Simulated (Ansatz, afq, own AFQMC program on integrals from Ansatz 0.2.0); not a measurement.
AFQMC on a folder of integrals that Ansatz 0.2.0 wrote.

```yaml
crystal:
  periodic: [false, false, false]
  atoms:
    - {symbol: Al, position_ang: [0.000000, 0.000000, 0.126097]}
    - {symbol: C, position_ang: [0.000000, 0.000000, -2.062879]}
    - {symbol: H, position_ang: [0.000000, 0.000000, 1.936782]}
basis:
  gaussian: {orbitals: 6-31G}
magnetization: {spin_polarized: false}
correlation: {method: ccsd_t, electrons: outside_noble_gas, hamiltonian_folder: ham}
```

```sh
$ ansatz run in.yaml --threads 1 --pin off --events-out ev --progress --plain --max-ram 15360MiB --backend cuda --devices 0, --max-vram 18GiB
```

afq runs on the folder ham with

```
--method phaseless --trial cisd --walkers 4000 --populations 20 --least-time 60 --time-step 0.005 --steps-per-block 50 --equilibration-blocks 28 --max-blocks 4000 --target-error 0.00017 --factor-cut 1e-05 --seed 850 --release-times 0.24,0.51,0.99,1.62,2.4 --release-step 0.03 --release-every 3 --taylor-order 6
```

Times are imaginary, in 1/Eh. The walk had a cap of 122 s. With eight or more populations the least sampling time is a fifth of least-time, and the error comes from their spread.

afq prints:

```
orbitals 18  electrons 4 4  factors 103 of 297
reference energy -280.04390875 Eh
CCSD correlation -0.15064208 Eh in 17 cycles, weight of the determinant in the CISD state 0.7752
energy of the start -280.194550 Eh
 block  time / (1/Eh)  mean weight  energy / Eh
     1     0.250  1.0000  -280.193006
     2     0.500  1.0000  -280.193332
     3     0.750  0.9999  -280.194490
     4     1.000  1.0000  -280.195548
     5     1.250  1.0000  -280.196782
     7     1.750  1.0001  -280.198651
     9     2.250  1.0000  -280.201049
    13     3.250  1.0001  -280.202593
    21     5.250  1.0001  -280.202090
    29     7.250  1.0002  -280.203695
    37     9.250  1.0002  -280.203088
    45    11.250  0.9999  -280.201837
    53    13.250  1.0001  -280.203863
    61    15.250  0.9999  -280.203955
    69    17.250  1.0002  -280.204662
    77    19.250  0.9999  -280.202816
    85    21.250  1.0001  -280.202353
    93    23.250  1.0000  -280.203414
   101    25.250  1.0000  -280.202529
   109    27.250  1.0000  -280.202924
   117    29.250  1.0002  -280.204127
   121    30.250  1.0001  -280.205092
   125    31.250  1.0000  -280.203460
   133    33.250  1.0000  -280.203123
   141    35.250  1.0002  -280.202444
   145    36.250  1.0000  -280.201525
   149    37.250  0.9998  -280.203710
   157    39.250  0.9998  -280.203038
   165    41.250  0.9998  -280.203052
   173    43.250  1.0002  -280.203372
   177    44.250  1.0000  -280.202511
error from the spread of 20 populations
released: time / (1/Eh)  energy / Eh  error  mean overlap
  0.24  -280.203762  0.000144  0.9996
  0.51  -280.204324  0.000144  1.0005
  0.99  -280.204865  0.000146  1.0008
  1.62  -280.205348  0.000144  1.0011
  2.40  -280.205722  0.000338  1.0041
energy -280.203255 +/- 0.000163 Eh
(rows thinned)
```

The run passed its tests (sampling time, drift between the halves within three errors, error under three times the target), which doesn't prove that it has relaxed.

Against this walk (error 4.4 meV) on the same determinant: CCSD(T) 19.1 meV lower, CCSDT(Q) 130.4 meV lower, CCSDTQ 154.2 meV lower, full CI 163.4 meV lower. The error is statistical and leaves out the bias of the constraint. The released energies are still falling (meV from the phaseless value at times in 1/Eh: -14 ± 4 at 0.24, -29 ± 4 at 0.51, -44 ± 4 at 0.99, -57 ± 4 at 1.62, -67 ± 9 at 2.40), so they give no level; they do show a bias of the constraint, and the last of them that isn't too noisy lies 106 meV above full CI. Full CI is exact here, so the walk's 163 meV above it is the walk's own error: the bias of the constraint with this trial. The determinant is a poor start (see the cautions), so the low cluster orders aren't to be relied on, and full CI is the sure value.

Cautions: constraint bias not in the error; higher spins were not checked; restricted determinant unstable towards unrestricted (UHF 1.21 eV lower, ⟨S²⟩ 1.28); strong correlation (T1 0.075, weight of the determinant 0.78, largest double 0.19); (T) is large, 6 % of the CCSD correlation; the CCSDTQ amplitudes may be one of several solutions (largest double 0.64); the determinant fills πx and πy unequally, so it mixes two states of the linear molecule, and each level undoes that mixture to a different degree, while full CI gives the lower state, and by Hund's rule a triplet of that filling probably lies lower still; CCSDTQ on the UHF determinant differs (831 meV lower), perhaps since the unrestricted series falls towards higher spin.

The walk took 36 s on 1 × NVIDIA H100 80GB HBM3 with 2 threads of AMD EPYC 7R13 Processor (Zen 3), with other jobs on the host (the card was shared). The log's last line is the phaseless energy.

CCSDT and higher add their correlation energy to the determinant of the CCSD(T) run, since their own runs factorise the integrals more tightly (a shift of under 2 meV).
